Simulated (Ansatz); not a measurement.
AlH$_{5}$OSi, SMILES `[OH][AlH][SiH3]` at its PBE0-D4/def2-TZVP geometry, where that method's forces vanish. Charge 0, multiplicity 1.

```xyz
8

O    -1.7035   -0.5184    1.2668
Al   -0.1379    0.0913    1.0185
Si    0.6709    0.0811   -1.2910
H    -2.1191   -0.5557    2.1273
H     0.6860    0.6252    2.2696
H     1.9969   -0.5961   -1.3829
H     0.8675    1.4769   -1.7804
H    -0.2608   -0.6042   -2.2278
```

Problem. What forces (eV/Å) does r2SCAN-D4/def2-TZVPP give on these atoms in the Gaussian-basis code of Ansatz? (Best estimate.)

Solution. The calculation gave: 
```
O1  -0.012 -0.007 -0.012
Al2  0.056  0.026  0.014
Si3 -0.011 -0.006  0.012
H4  -0.028 -0.009  0.021
H5  -0.011 -0.008 -0.024
H6  -0.019  0.016 -0.011
H7   0.004 -0.026 -0.003
H8   0.021  0.014  0.004
```
